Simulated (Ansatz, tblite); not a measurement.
**Cyclo-(H2SiCH2)2 (C₂H₈Si₂): one state, many levels**

Aim: run the singlet of cyclo-(H2SiCH2)2 (C₂H₈Si₂) at one geometry on many levels, and compare frontier levels, spin and run time.

Program: Ansatz 0.2.0, Gaussian basis. Level of theory: as each input shows. These are calculated values, not measurements.

The runs, in order: GFN1-xTB, GFN2-xTB, PBE-D4/def2-TZVP, r2SCAN-D4/def2-TZVP, LDA/def2-TZVP, LC-ωPBE/def2-TZVP, ωB97X-V/def2-TZVP, BHLYP-D4/def2-TZVP, r2SCAN0-D4/def2-TZVP, ωB97M-V/def2-TZVP, r2SCANh-D4/def2-TZVP, PBE-D4/def2-SVP, PBE0-D4/def2-SVP, HF/STO-3G, CCSD(T)/def2-TZVPP, MP2/def2-TZVP, RPA/def2-TZVP.

## 1. The structure

The singlet was relaxed beforehand with PBE-D4/def2-SVP.

12 atoms, charge 0, spin multiplicity 1.

Bond lengths: Si1–H2 1.507 Å, Si1–H3 1.507 Å, Si1–C4 1.919 Å, Si1–C8 1.919 Å, C4–Si5 1.919 Å, C4–H9 1.109 Å, C4–H10 1.109 Å, Si5–H6 1.507 Å, Si5–H7 1.507 Å, Si5–C8 1.919 Å, C8–H11 1.109 Å, C8–H12 1.109 Å. Angles: H2–Si1–H3 108.7°, H2–Si1–C4 113.8°, H2–Si1–C8 113.8°, H3–Si1–C4 113.9°, H3–Si1–C8 113.9°, C4–Si1–C8 92.1°, Si1–C4–Si5 87.9°, Si1–C4–H9 115.0°, Si1–C4–H10 115.1°, Si5–C4–H9 115.0°, Si5–C4–H10 115.1°, H9–C4–H10 108.0°, C4–Si5–H6 113.9°, C4–Si5–H7 113.8°, C4–Si5–C8 92.1°, H6–Si5–H7 108.7°, H6–Si5–C8 113.9°, H7–Si5–C8 113.8° and more.

PBE0-D4/def2-TZVP was run before; its log isn't repeated, and its numbers join the tables.

## 2. GFN1-xTB

Tight binding, by tblite at 300 K electronic temperature and without a spin-polarisation term:

```python
tblite.interface.Calculator('GFN1-xTB', numbers, positions, charge=0, uhf=0).singlepoint()
```

Energy -332.5118 eV, HOMO -11.34 eV, LUMO -5.63 eV; 0.019 s.

## 3. GFN2-xTB

Tight binding, by tblite at 300 K electronic temperature and without a spin-polarisation term:

```python
tblite.interface.Calculator('GFN2-xTB', numbers, positions, charge=0, uhf=0).singlepoint()
```

Energy -320.2059 eV, HOMO -10.13 eV, LUMO -5.45 eV; 0.011 s.

## 4. PBE-D4/def2-TZVP

start.molden holds the orbitals of an earlier run on this state, given as this run's starting guess.

Contents of in.yaml:

```yaml
crystal:
  periodic: [false, false, false]
  atoms:
    - {symbol: Si, position_ang: [0.710422, -0.534089, 0.992291]}
    - {symbol: H, position_ang: [1.950131, 0.065617, 1.604592]}
    - {symbol: H, position_ang: [0.408717, -1.836430, 1.688259]}
    - {symbol: C, position_ang: [0.779210, -0.673245, -0.920238]}
    - {symbol: Si, position_ang: [-0.709497, 0.535231, -0.992341]}
    - {symbol: H, position_ang: [-1.949565, -0.060477, -1.607847]}
    - {symbol: H, position_ang: [-0.403671, 1.838195, -1.685297]}
    - {symbol: C, position_ang: [-0.780380, 0.671807, 0.920299]}
    - {symbol: H, position_ang: [0.579877, -1.686418, -1.323550]}
    - {symbol: H, position_ang: [1.712473, -0.296589, -1.384990]}
    - {symbol: H, position_ang: [-0.584407, 1.684711, 1.325865]}
    - {symbol: H, position_ang: [-1.713310, 0.291698, 1.382957]}
basis:
  gaussian: {orbitals: def2-TZVP, initial_orbitals: start.molden}
hamiltonian: {xc: pbe, dispersion: d4}
scf: {omitted_lower_state_checks: [starts]}
output: {orbitals: {seedname: orbitals}}
```

The run is started by

```console
> ansatz run in.yaml --threads 4 --pin off --events-out ev --progress --plain --max-ram 3916MiB
```

Further steps of the session: r2SCAN-D4/def2-TZVP; LDA/def2-TZVP; LC-ωPBE/def2-TZVP; ωB97X-V/def2-TZVP; BHLYP-D4/def2-TZVP; r2SCAN0-D4/def2-TZVP; ωB97M-V/def2-TZVP; r2SCANh-D4/def2-TZVP; PBE-D4/def2-SVP; PBE0-D4/def2-SVP; HF/STO-3G; CCSD(T)/def2-TZVPP; MP2/def2-TZVP; RPA/def2-TZVP.

**Question.** What will the summary of the whole plan be? Wanted: gap in def2-TZVP, named functionals, smallest and largest; correlation energy, CCSD(T)/def2-TZVPP; correlation energy, MP2/def2-TZVP; binding an atom, CCSD(T)/def2-TZVPP; PBE0 total energy, smallest basis above largest.

As calculated:

| quantity | value |
| --- | --- |
| gap in def2-TZVP, named functionals, smallest and largest | 5.50 eV (LDA), 12.28 eV (LC-ωPBE) |
| correlation energy, CCSD(T)/def2-TZVPP | -18.43 eV |
| correlation energy, MP2/def2-TZVP | -15.52 eV |
| binding an atom, CCSD(T)/def2-TZVPP | 3.558 eV |
| PBE0 total energy, smallest basis above largest | 7.87 eV (def2-SVP, def2-TZVP) |

**Reading.** Over the named functionals in def2-TZVP the gap runs from 5.50 eV (LDA) to 12.28 eV (LC-ωPBE); exact exchange widens it. A small miss in a minimal or small basis is a cancelling of errors, not accuracy. The functionals in def2-TZVP miss CCSD(T)/def2-TZVPP by +0.020 (BHLYP-D4) to +0.499 eV (LDA) an atom. CCSD(T)/def2-TZVPP isn't at the basis-set limit; small misses against it rank nothing.
